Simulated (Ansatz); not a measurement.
Geometry optimisation, RKS PBE-D4/def2-SVP (Ansatz).

input.yaml

```yaml
crystal:
  periodic: [false, false, false]
  atoms:
    - { symbol: Si, position_ang: [0.04445, -0.01697, 0.075691] }
    - { symbol: H, position_ang: [0.334756, 0.025062, 1.503626] }
    - { symbol: H, position_ang: [1.493504, -0.01442, -0.032694] }
    - { symbol: O, position_ang: [-0.594575, 1.336674, -0.655046] }
    - { symbol: H, position_ang: [-1.564024, 1.403671, -0.599239] }
    - { symbol: O, position_ang: [-0.825845, -1.362923, -0.412744] }
    - { symbol: H, position_ang: [-0.883766, -2.067494, 0.259006] }
basis:
  gaussian: { orbitals: def2-SVP }
hamiltonian:
  xc: pbe
  dispersion: d4
relax:
  f_tol: 0.03
  max_steps: 50
```

Command:

```bash
$ ansatz run input.yaml --threads 1 --pin off --max-ram 2048MiB --backend cpu --events-out ev --progress --plain --runs-dir out
```

Question: Where does it end, and by what steps?

Answer: The run converged. The force dipped under the threshold on the way, but the program's further checks kept it going. After 16 steps the energy has fallen by 0.539 eV; O6 moved furthest, 0.49 Å.

```tsv
step	energy less start (eV)	largest force component (eV/Å)	accepted
0	0.0000	1.537	yes
1	-0.4543	0.476	yes
2	-0.5169	0.129	yes
3	-0.5206	0.057	yes
4	-0.5178	0.470	no
5	-0.5249	0.094	yes
6	-0.5292	0.053	yes
7	-0.5310	0.111	yes
8	-0.5084	1.029	no
9	-0.5332	0.058	yes
10	-0.5233	0.193	no
11	-0.5351	0.049	yes
12	-0.5367	0.044	yes
13	-0.5379	0.053	yes
14	-0.5387	0.005	yes
15	-0.5339	0.472	no
16	-0.5388	0.022	yes
```

```xyz
7
Properties=species:S:1:pos:R:3
Si 0.151 -0.046 0.101
H 0.009 0.135 1.595
H 1.563 0.018 -0.368
O -0.630 1.209 -0.690
H -1.506 1.452 -0.345
O -0.398 -1.575 -0.317
H -1.184 -1.889 0.162
```

Whether the end is a true minimum wasn't checked by a vibrational analysis.

The run took 21 s on 1 thread of Arm Neoverse V2, with other jobs on the host, peak memory 0.11 GiB.
